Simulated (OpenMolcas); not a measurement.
**C4H5NS (SMILES Cc1nccs1): the vertical ionisation energy from total energies**

The species is C4H5NS (11 atoms), meant as a singlet with charge 0. As SMILES, `Cc1nccs1`. Geometry: relaxed at GFN2-xTB.

Both states at this one shape; open shells run unrestricted unless said. 1 Eh = 27.2114 eV.

| level | program | singlet C4H5NS (Eh) | doublet C4H5NS+ (Eh) | HOMO of the first (eV) |
| --- | --- | --- | --- | --- |
| B97-1/def2-SV(P) | OpenMolcas | -607.978842 | -607.648902 | -6.67 |
| B97-1/def2-SVP | OpenMolcas | -607.991138 | -607.661792 | -6.66 |
| B97-1/def2-TZVP (RICD fitting) | OpenMolcas | -608.363447 | -608.037392 | -6.68 |

Work out the vertical ionisation energy at each level.


1. B97-1/def2-SV(P): -607.648902 − (-607.978842) = 0.329940 Eh = 8.98 eV; −ε(HOMO) = 6.67 eV.
2. B97-1/def2-SVP: -607.661792 − (-607.991138) = 0.329346 Eh = 8.96 eV; −ε(HOMO) = 6.66 eV.
3. B97-1/def2-TZVP (RICD fitting): -608.037392 − (-608.363447) = 0.326055 Eh = 8.87 eV; −ε(HOMO) = 6.68 eV.

No measured value is set beside it here; the levels span 8.87 to 8.98 eV.
